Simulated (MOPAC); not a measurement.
MOPAC input (AM1):

```
AM1 FORCE THERMO(298,298) PRECISE LET GEO-OK AUX(PRECISION=9) THREADS=1
C4H6

C    -0.00010653 1   -0.00098196 1    0.32267991 1
C    -0.01067836 1   -0.75379675 1   -0.93603910 1
C     0.01127241 1    0.75945392 1   -0.93144437 1
C    -0.00051497 1   -0.00493997 1    1.63187733 1
H    -0.93375544 1   -1.27794135 1   -1.24532347 1
H     0.89697265 1   -1.30450070 1   -1.24482565 1
H     0.93454366 1    1.28545881 1   -1.23697171 1
H    -0.89618621 1    1.31201627 1   -1.23747308 1
H    -0.01417751 1   -0.93570055 1    2.21548367 1
H     0.01276974 1    0.92227012 1    2.22112137 1
```

Q: Which zero-point energy does it print?

A: 54.76 kcal/mol, from the harmonic wavenumbers of AM1.
